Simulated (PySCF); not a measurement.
Compound: Na₂.
Geometry (PBE0-D3(BJ)/def2-SVP, Å), atoms numbered from 1 in this order:
```xyz
2
Na2 angstrom
Na     1.562   -0.004   -0.003
Na    -1.562    0.004   -0.012
```

Theory: PBE0-D3(BJ)/def2-SVP geometry optimisation, gas phase (PySCF).

Take the most abundant isotopes and a rigid rotor. 

(1) What are the moment of inertia and the rotational constant?

(2) List the first levels of a rigid rotor in a Σ state.

(3) Has it a pure rotational spectrum?

(4) Estimate the classical rotational partition function at 200 K, 298.15 K and 500 K.

## Answers

(1) I = 112.172 u·Å², B = 505379 MHz·u·Å²/I = 4505 MHz (0.1503 cm⁻¹, or 0.216 K as hB/k). For two atoms I = μr² with μ = 11.4949 u and r = 3.1238 Å.

(2) E(J) = BJ(J+1): J = 1: 0.301, J = 2: 0.902, J = 3: 1.803, J = 4: 3.006, J = 5: 4.509, J = 6: 6.312 cm⁻¹.

(3) Not by electric dipole: D∞h allows no dipole (computed 0.00 D). Rotational Raman lines (ΔJ = 2) lie at B(4J + 6), spaced by 4B = 0.601 cm⁻¹, with nuclear-spin weights that differ between even and odd J.

(4) Point group D∞h, symmetry number σ = 2; q = kT/(σhB), k/h = 20836.6 MHz/K: 462 at 200 K, 689 at 298.15 K, 1160 at 500 K.

Whether it is a minimum is left open (no frequencies). Constants of a rigid frame at the computed geometry: no zero-point averaging, no centrifugal distortion.

Time: 2.2 s wall; peak memory 0.24 GiB. Hardware: an Arm Neoverse N1 with one thread, no GPU, shared host. These figures are those of the optimisation.
